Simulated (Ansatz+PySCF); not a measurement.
Results of a calculation; reference values are marked as such.
## PySCF 2.14.0 run

```python
from pyscf import gto, scf, cc

mol = gto.M(atom="""
N 0.000000 0.000000 -0.639740
O 0.000000 0.000000 0.559770
""", basis='sto-3g', charge=0, spin=1)
mf = scf.UHF(mol)
mf.kernel()
mycc = cc.CCSD(mf, frozen=2).run()
et = mycc.ccsd_t()
print(mf.e_tot, mycc.e_corr, et, mycc.e_tot + et)
```

The script is written out from the run's settings.

Output:

| Property | Result |
| --- | --- |
| Converged | yes |
| Reference energy | -127.52871 hartree |
| CCSD correlation energy | -0.13934 hartree |
| Triples correction | -0.00432 hartree |
| Total energy | -127.67237 hartree |

This is not the lowest solution: another run reaches a determinant 0.39 eV lower.
